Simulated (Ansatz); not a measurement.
## Reading a saddle point

A first-order saddle point of BH3O, singlet, PBE0-D4/def2-TZVP, with one imaginary mode of 1731i cm⁻¹:

```xyz
5
angstrom
B 0.0379 0.2075 -0.3201
H 0.1985 0.1173 1.0948
O -0.4588 -0.9175 -0.6834
H -0.1820 -0.6786 0.6286
H 0.4044 1.2714 -0.7198
```

Program: Ansatz 0.2.0. Basis: def2-TZVPP and def2-QZVPP. Cores are frozen in the correlated methods. Extrapolation: Hartree–Fock as exp(−7.88 √X), correlation as X^−2.97.

Problem. Which contacts change along the imaginary mode, and what lies on either side? (Judge from chemistry; the calculation decides.)

Solution. By the calculation: The step is BH₃O ([BH2][OH]) → BHO ([BH][O]) + H₂, with the molecules in contact on both sides. Shortening one way: H2–H4; lengthening the same way: B1–H2, O3–H4.
```csv
pair,one side (Å),saddle (Å),other side (Å)
H2–H4,2.35,1.00,0.75
B1–H2,1.20,1.43,4.55
O3–H4,0.96,1.36,2.65
```

Problem. Which side is lower, and how far does the saddle lie above each? (To be estimated.)

Solution. Computed: The side with B1–H2, O3–H4 short is lower by 14.55 kcal/mol; the saddle lies 60.95 kcal/mol above it and 46.40 kcal/mol above the other (CCSD(T) at an estimated basis limit (MP2 extrapolated from triple and quadruple zeta, plus CCSD(T) − MP2 in triple zeta); electronic energies).

The T1 diagnostic stays at or below 0.021.

Labels in which every atom is bracketed show which atoms are joined, not bond orders.

For scale, one of the runs: CCSD(T)/def2-TZVPP, 104 basis functions, launched by `ansatz run in.yaml --threads 2 --pin off --events-out ev --progress --plain --max-ram 4352MiB`. Hardware: 2 CPU threads of an Arm Neoverse V2, shared host. Wall time about 2.1 s.
